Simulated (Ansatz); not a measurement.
A made-up structure of CH5S (charge +1), singlet:

```
7
angstrom
C -0.3959 -0.3377 -0.2999
S 0.4598 0.0606 0.9005
H -1.4024 -0.2687 0.2055
H 0.0345 -1.3692 -0.4535
H -0.3130 0.3418 -1.2536
H 0.0119 1.3959 0.8163
H 1.6051 0.1773 0.0848
```

It is relaxed with PBE-D4/def2-SVP and then PBE0-D4/def2-TZVP (Ansatz 0.2.0). Atoms count as bonded within 1.22 times the sum of their covalent radii (H–H: 0.88 Å). The end point is not checked to be a true minimum.

Problem. Does its bonding change? (A judgement: the text doesn't fix the answer.)

Solution. By the calculation: No: no bond forms or breaks.

Where it ends: The first stage lowers the energy by 2.19 eV in 6 steps. It ends as CH₅S ([CH3][SH2]), total charge +1:
```
7
angstrom
C -0.4893 -0.4194 -0.3670
S 0.5836 0.1940 0.9485
H -1.4988 -0.4237 0.0449
H -0.1680 -1.4422 -0.5656
H -0.4165 0.2067 -1.2526
H 0.2570 1.5068 0.9343
H 1.7321 0.3778 0.2576
```

Labels in which every atom is bracketed show which atoms are joined, not bond orders.

For scale, one of the runs: PBE0-D4/def2-TZVP relaxation, 98 basis functions, launched by `ansatz run in.yaml --threads 2 --pin off --events-out ev --progress --plain --max-ram 4352MiB`. Hardware: 2 CPU threads of an Arm Neoverse N1, shared host. Wall time about 10 s.
